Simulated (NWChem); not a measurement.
**CH4Si (SMILES C[SiH]): N12-SX/3-21G**

What is the vertical singlet–triplet gap of CH4Si at N12-SX/3-21G? 

Program for the calculation: NWChem 7.3.0.

1 further run of the same task is left out (set aside as unsound or not needed).

**1. The system as given**

CH4Si has 6 atoms, charge 0, and is taken as a singlet. As SMILES, `C[SiH]`. The shape is that of a PBE0-D4/def2-TZVP optimisation.

Bond lengths: C1–Si2 1.892 Å, C1–H3 1.098 Å, C1–H4 1.091 Å, C1–H5 1.098 Å, Si2–H6 1.531 Å. Angles: C1–Si2–H6 94.2°, Si2–C1–H3 109.7°, Si2–C1–H4 113.8°, Si2–C1–H5 109.5°, H3–C1–H4 109.0°, H3–C1–H5 105.5°, H4–C1–H5 109.0°.

**2. Energy and one-electron properties at N12-SX/3-21G**

Input file sp.nw:

```
START sp
TITLE "CH4Si properties"
memory total 2200 mb
GEOMETRY noautosym nocenter
   zmatrix
     C
     Si 1 1.892384
     H 1 1.097562 2 109.69888
     H 1 1.090646 3 109.04356 2 125.23136
     H 1 1.097786 4 108.9829 3 -114.66165
     H 2 1.530866 1 94.20249 4 -179.79521
   end
END
BASIS
   C library 3-21G
   Si library 3-21G
   H library 3-21G
END
DFT
   xc n12-sx
   grid medium
   mulliken
END
PROPERTY
   efieldgrad
   mulliken
   octupole
   esp
   efield
END
TASK dft property
```

The run is started by

```console
$ nwchem sp.nw > sp.out
```

Output:

```text
[...]
          Wavefunction type:  closed shell.
          No. of atoms     :     6
          No. of electrons :    24
[...]
          Charge           :     0
          Spin multiplicity:     1
[...]
          AO basis - number of functions:    30
[...]
              XC Information
              --------------
                       N12-SX Method XC Functional
                     Hartree-Fock (Exact) Exchange  0.250
                        N12-SX Exchange Functional  1.000
                      N12-SX Correlation Potential  1.000
[...]
 d= 0,ls=0.0,diis     1   -328.0755461371 -3.77D+02  1.37D-02  1.81D-01     1.2
[...]
 d= 0,ls=0.0,diis     7   -328.0944004876 -2.82D-08  1.47D-06  4.33D-10     7.6
         Total DFT energy =     -328.094400487553
      One electron energy =     -548.926376167389
           Coulomb energy =      199.847501902725
    Exchange-Corr. energy =      -27.619224799304
 Nuclear repulsion energy =       48.603698576415
[...]
      Total Density - Mulliken Population Analysis
     ---------------------------------------------
    Atom       Charge   Shell Charges
 -----------   ------   -------------------------------------------------------
    1 C    6     7.07   1.99  0.34  1.68  1.21  1.84
    2 Si  14    13.48   2.00  1.97  5.85  0.81  1.25  0.99  0.62
    3 H    1     0.76   0.45  0.31
    4 H    1     0.76   0.46  0.30
    5 H    1     0.76   0.45  0.31
    6 H    1     1.17   0.43  0.74
[...]
```

Wall time 8.4 s (1 thread of Intel Xeon Platinum 8259CL at 2.50GHz (Skylake/Cascade Lake), shared host); peak memory 0.11 GiB.

Atomic charges (e):

```
atom  Mulliken  Löwdin
  C1    -1.066  -0.590
 Si2    +0.515  +0.320
  H3    +0.242  +0.130
  H4    +0.237  +0.120
  H5    +0.242  +0.140
  H6    -0.171  -0.120
```

**3. The triplet**

Input file ch4si.nw:

```
start ch4si
title "CH4Si"
memory 2200 mb

geometry units angstrom noautosym nocenter noautoz
   C       -0.093500      -0.366000      -0.370300
   Si       0.917300       0.209800       1.122300
   H       -1.156900      -0.410100      -0.102200
   H        0.215000      -1.335600      -0.763000
   H       -0.024000       0.382000      -1.170800
   H        0.142200       1.520000       1.284000
end

basis
   * library 3-21G
end

dft
   xc n12-sx
   mult 3
   grid medium
   iterations 150
   mulliken
end

property
   efieldgrad
   mulliken
   octupole
   esp
   efield
end

task dft property
```

The run is started by

```console
$ nwchem ch4si.nw > ch4si.out
```

Output:

```text
[...]
          Wavefunction type:  spin polarized.
          No. of atoms     :     6
          No. of electrons :    24
[...]
          Charge           :     0
          Spin multiplicity:     3
[...]
          AO basis - number of functions:    30
[...]
              XC Information
              --------------
                       N12-SX Method XC Functional
                     Hartree-Fock (Exact) Exchange  0.250
                        N12-SX Exchange Functional  1.000
                      N12-SX Correlation Potential  1.000
[...]
 d= 0,ls=0.0,diis     1   -328.0255402794 -3.77D+02  1.17D-02  5.34D-02     1.3
[...]
 d= 0,ls=0.0,diis     8   -328.0525614873 -3.32D-08  7.46D-06  2.26D-08     9.2
[...]
         Total DFT energy =     -328.052561487307
      One electron energy =     -548.909066218923
           Coulomb energy =      199.869137783184
    Exchange-Corr. energy =      -27.616330230241
 Nuclear repulsion energy =       48.603697178674
[...]
      Total Density - Mulliken Population Analysis
     ---------------------------------------------
    Atom       Charge   Shell Charges
 -----------   ------   -------------------------------------------------------
    1 C    6     6.99   1.99  0.35  1.67  1.21  1.78
    2 Si  14    13.66   2.00  1.97  5.85  0.72  1.46  0.71  0.95
    3 H    1     0.75   0.46  0.30
    4 H    1     0.76   0.46  0.30
    5 H    1     0.75   0.46  0.30
    6 H    1     1.08   0.41  0.67
[...]
      <S2> =      2.0020 (Exact =     2.0000)
[...]
```

Run time: 9.9 s. Hardware: 1 thread of Intel Xeon Platinum 8259CL at 2.50GHz (Skylake/Cascade Lake), shared host; peak memory 0.11 GiB.

Atomic charges (e):

```
atom  Mulliken  Löwdin
  C1    -0.988  -0.530
 Si2    +0.340  +0.190
  H3    +0.245  +0.130
  H4    +0.235  +0.120
  H5    +0.245  +0.130
  H6    -0.078  -0.050
```

**4. What came out**

Level: N12-SX/3-21G.

| quantity | value |
| --- | --- |
| singlet: total energy | -328.09440 Eh |
| singlet: dipole moment | 1.57 D |
| singlet: HOMO energy | -5.61 eV |
| singlet: LUMO energy | -2.84 eV |
| singlet: HOMO–LUMO gap | 2.77 eV |
| triplet: total energy | -328.05256 Eh |
| triplet: dipole moment | 0.70 D |
| triplet: HOMO energy (highest over α and β) | -4.56 eV |
| triplet: ⟨S²⟩ | 2.002 |
| vertical energy of the triplet above the singlet | 1.138 eV |

What this shows: At this shape the triplet lies 1.14 eV (110 kJ/mol) above the singlet.
